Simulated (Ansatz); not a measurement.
Energy profile

The step: AlH₂ClO ([OH][AlH][Cl]) → AlHO ([OH][Al]) + HCl; bonds formed: Cl2–H3; bonds broken: Al1–Cl2, Al1–H3 (atoms numbered as in the saddle structure below).

Al1  (0.656, 0.333, 0.470)
Cl2  (0.274, -1.509, -1.239)
H3  (1.520, -0.877, -0.360)
O4  (-0.802, 1.125, 0.764)
H5  (-1.649, 0.928, 0.365)
(Å)

Electronic energies by CCSD(T) at an estimated basis limit (MP2 extrapolated from triple and quadruple zeta, plus CCSD(T) − MP2 in triple zeta), on PBE0-D4/def2-TZVP structures; AlH₂ClO, singlet; no counterpoise correction. Ansatz 0.2.0; basis: def2-TZVPP and def2-QZVPP; cores frozen in the correlated methods. Extrapolation: Hartree–Fock as exp(−7.88 √X), correlation as X^−2.97.

**Question.** Give the profile in kJ/mol, counted from the start structure. (An estimate is asked for; the value comes from the calculation.)

**Answer.** The calculation gives:
```
                                                                              point  kJ/mol
                                                                    start structure     0.0
                                                                             saddle   306.5
                                                                      end structure   221.2
separated: AlHO (linked as [OH][Al]; Al1, O4, H5; singlet) + HCl (Cl2, H3; singlet)   228.6
```

T1 diagnostic: at most 0.018. The restricted Hartree–Fock reference is unstable towards an unrestricted one at one or more of these structures.

For scale, one of the runs: CCSD(T)/def2-TZVPP, 143 basis functions, launched by `ansatz run in.yaml --threads 2 --pin off --events-out ev --progress --plain --max-ram 4352MiB`. Time: 8.5 s of wall clock on 2 CPU threads of an Arm Neoverse V2; the host was shared. Peak host memory: 0.77 GiB.
